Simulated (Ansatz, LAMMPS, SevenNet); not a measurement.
Ladder of methods for the lattice constant a of cubic perovskite SrTiO3 (cubic form, which distorts at low temperature)

Reference value: 3.89 Å (measured, 0 K, cubic phase extrapolated to 0 K; as tabulated in Bilc et al. (2008), arXiv:0805.0753).

### Question
What do ionic model pedone2006, SevenNet-0, LDA, PBE, rVV10, r²SCAN-D4, HSE06 give, and how far is each from the reference?

### Answer

```json
[
 {"level (code)": "ionic model pedone2006 (rigid ions, LAMMPS)", "value (Å)": "3.923", "difference (%)": "+0.85"},
 {"level (code)": "SevenNet-0 (SevenNet)", "value (Å)": "3.944", "difference (%)": "+1.39"},
 {"level (code)": "LDA (Ansatz)", "value (Å)": "3.854", "difference (%)": "-0.93"},
 {"level (code)": "PBE (Ansatz)", "value (Å)": "3.936", "difference (%)": "+1.18"},
 {"level (code)": "rVV10 (Ansatz)", "value (Å)": "3.944", "difference (%)": "+1.39"},
 {"level (code)": "r²SCAN-D4 (Ansatz)", "value (Å)": "3.899", "difference (%)": "+0.23"},
 {"level (code)": "HSE06 (Ansatz)", "value (Å)": "3.895", "difference (%)": "+0.13"}
]
```

Leaving aside ionic model pedone2006, which can be fitted to such values or carry a doubt: Nearest, and too close to rank with a margin of 0.33 % (twice that across the reference) picked here for doubts on the reference and the settings, and for temperature and zero-point motion: HSE06 (+0.13 %), r²SCAN-D4 (+0.23 %). Farthest off: SevenNet-0 (+1.39 %), rVV10 (+1.39 %). Within 2 %: SevenNet-0, LDA, PBE, rVV10, r²SCAN-D4, HSE06. The least costly first-principles kind among them: DFT without exact exchange (LDA, PBE, rVV10, r²SCAN-D4).

The measured value isn't corrected to a static lattice, so vibrations enter the comparison. A static lattice is as a rule a little smaller than the measured one.  Ionic model pedone2006, SevenNet-0, LDA, PBE, rVV10, r²SCAN-D4, HSE06: the relaxation could not lower the start's symmetry, so the cell can be a saddle point above a distorted one. Cutoffs and k meshes differ between the levels. Ansatz's density-functional and Hartree–Fock values are scalar-relativistic unless marked +SOC, with PAW data made under PBE.

Empirical potentials (ionic model pedone2006) are fitted to chosen data, which need not cover the solid at hand: agreement can be built in, and what lay outside the fit can be far off. Machine-learned potentials (SevenNet-0) are trained on DFT data, which may include these solids.

Differences are worked out from the printed values.

Ansatz is a first-principles code.
